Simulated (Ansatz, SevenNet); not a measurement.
For wurtzite AlN, the machine-learned potential SevenNet-0 (trained on PBE and PBE+U data) gives:

| Property | Value |
|---|---|
| lattice parameter a | 3.128 Å |
| lattice parameter c | 5.014 Å |
| elastic constant C11 | 343 GPa |
| elastic constant C44 | 98.5 GPa |
| Voigt–Reuss–Hill shear modulus | 101 GPa |

### Question
What does PBE0 (plane waves, PAW; Ansatz, a program for electronic structure) give for the same quantities?

### Answer

- lattice constant a: 3.105 Å (falls by 0.7 %)
- lattice parameter c: 4.968 Å (falls by 0.9 %)
- elastic constant C11: 408 GPa (goes up by 19 %)
- elastic constant C44: 123 GPa (rises by 25 %)
- Voigt–Reuss–Hill shear modulus: 131 GPa (increases by 30 %)

For comparison: lattice constant a 3.111 Å (measured, low temperature, extrapolated to low temperature; as tabulated in arXiv:1206.3780); lattice parameter c 4.979 Å (measured, low temperature, extrapolated to low temperature; as tabulated in arXiv:1206.3780); elastic constant C11 410 GPa (measured, temperature not stated, no zero-point or thermal correction; as tabulated in Oses et al. (2018), arXiv:1811.08464); elastic constant C44 125 GPa (measured, temperature not stated, no zero-point or thermal correction; as tabulated in Oses et al. (2018), arXiv:1811.08464); Voigt–Reuss–Hill shear modulus 133 GPa (measured, temperature not stated, not corrected to a static lattice, Hill average of measured single-crystal constants; as tabulated in Oses et al. (2018), arXiv:1811.08464).

Changes are worked out from the printed values.

Unless a cell is named, each level is at its own relaxed cell (SevenNet-0 10.62, PBE0 10.37 Å³/atom).

Ansatz's density-functional and Hartree–Fock values are scalar-relativistic unless marked +SOC, with PAW data made under PBE.
